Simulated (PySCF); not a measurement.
Bonds broken one at a time in the series CF3-X. All species are isolated molecules in the gas phase. One relaxed conformer stands for each flexible species; it need not be the lowest. Strings in code marks are SMILES.

The numbers are results of B3LYP-D3(BJ)/def2-TZVP (PySCF 2.14.0), not measurements. All candidates: neutral, multiplicity 2. B3LYP has the VWN-RPA correlation part, as in Gaussian. 

```json
{
 "highest_occupied_spin_orbital": "-12.17 eV",
 "dipole_moment": "0.00 D"
}
```

Say which member has these values.
A) `[F]`
B) `F[C](F)I`
C) `[Cl]`
D) `[SeH]`

A, `[F]`. The others give `[Cl]`: -9.27 eV, 0.00 D; `F[C](F)I`: -6.77 eV, 0.59 D; `[SeH]`: -6.77 eV, 0.55 D
